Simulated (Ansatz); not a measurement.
# H3O2Si: the cost of one run

All numbers are computed with Ansatz 0.2.0, driven from Python. Level of theory: CAM-B3LYP/def2-SVP.

### 1 The structure

Bond lengths: O1–Si2 1.675 Å, Si2–O3 1.689 Å, Si2–H4 1.490 Å, Si2–H5 1.471 Å, O3–H6 1.021 Å. Angles: O1–Si2–O3 107.6°, O1–Si2–H4 111.8°, O1–Si2–H5 111.6°, O3–Si2–H4 108.2°, O3–Si2–H5 110.1°, H4–Si2–H5 107.5°, Si2–O3–H6 104.9°.

No structure file is read: the coordinates are typed or built in the script.

### 2 Script

File bend.py:

```python
"""Energy of H3O2Si against one bond angle."""

import warnings

import ansatz as az
from ase import Atoms

BASIS = "def2-SVP"
FUNCTIONAL = "CAM-B3LYP"
FMAX = 0.02


def main() -> None:
    warnings.simplefilter("ignore", az.DeckWarning)

    atoms = Atoms(["O", "Si", "O", "H", "H", "H"], positions=[
        (-1.9153, -0.2705, 0.0881),
        (-0.3023, 0.0475, -0.2333),
        (0.5851, -0.3731, 1.1409),
        (0.204, -0.7598, -1.3786),
        (-0.0857, 1.465, -0.5617),
        (1.5563, -0.1732, 0.8983),
    ])

    # relax first, so that the scan starts from a minimum
    first = (
        az.Crystal.molecule_from_ase(atoms).calculation()
        .basis(gaussian=BASIS)
        .functional(FUNCTIONAL)
        .spin("collinear", total=1)
        .relax(force_tolerance=FMAX, max_steps=80)
    )
    atoms.positions = first.run().report["positions_ang"]

    rows = []
    for angle in [90, 100, 110, 120, 135, 150, 165, 179]:
        bent = atoms.copy()
        bent.set_angle(1, 2, 5, angle, indices=[5])
        setup = (
            az.Crystal.molecule_from_ase(bent).calculation()
            .basis(gaussian=BASIS)
            .functional(FUNCTIONAL)
            .spin("collinear", total=1)
        )
        rows.append((angle, setup.run().report["free_energy_ev"]))
    floor = min(e for _, e in rows)
    for angle, e in rows:
        print(f"angle Si1-O2-H5 = {angle:3d} deg   {1000 * (e - floor):9.1f} meV")


if __name__ == "__main__":
    main()
```

### 3 The calls as engine input

The engine receives this input (first run):

```yaml
crystal:
  periodic: [false, false, false]
  atoms:
    - { symbol: O, position_ang: [-1.9153, -0.2705, 0.0881] }
    - { symbol: Si, position_ang: [-0.3023, 0.0475, -0.2333] }
    - { symbol: O, position_ang: [0.5851, -0.3731, 1.1409] }
    - { symbol: H, position_ang: [0.204, -0.7598, -1.3786] }
    - { symbol: H, position_ang: [-0.0857, 1.465, -0.5617] }
    - { symbol: H, position_ang: [1.5563, -0.1732, 0.8983] }
basis:
  gaussian:
    orbitals: def2-SVP
hamiltonian:
  xc: cam_b3lyp
magnetization:
  spin_polarized: true
  initial_magnetization: 1.0
relax:
  f_tol: 0.02
  max_steps: 80
```

### 4 Running it

Run with:

```console
$ python bend.py
```

Q: Estimate wall time and peak memory on 1 thread of Arm Neoverse V1, shared host.

About 1.9 min, with a peak of 0.24 GiB.
